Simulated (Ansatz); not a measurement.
For Ge (R-3, No. 148; start mp-128; another form than the element's usual one), LDA in Ansatz (PAW) gives:

lattice parameter a: 9.764 Å
lattice parameter c: 5.804 Å

**Question.** What does PBEsol in Ansatz (plane waves, PAW) give for the same quantities?

**Answer.** 
- lattice constant a: 9.851 Å (rises by 0.9 %)
- lattice parameter c: 5.854 Å (grows by 0.9 %)

Changes are worked out from the printed values.

Unless a cell is named, each level is at its own relaxed cell (LDA 19.97, PBEsol 20.50 Å³/atom).

Caveats: the relaxation could not lower the start's symmetry, so the cell can be a saddle point above a distorted one (LDA, PBEsol). Ansatz's density-functional and Hartree–Fock values are scalar-relativistic unless marked +SOC, with PAW data made under PBE.

A start named mp-… is a Materials Project structure, which can be a computed phase never made.

Ansatz is a quantum-chemistry and plane-wave program.
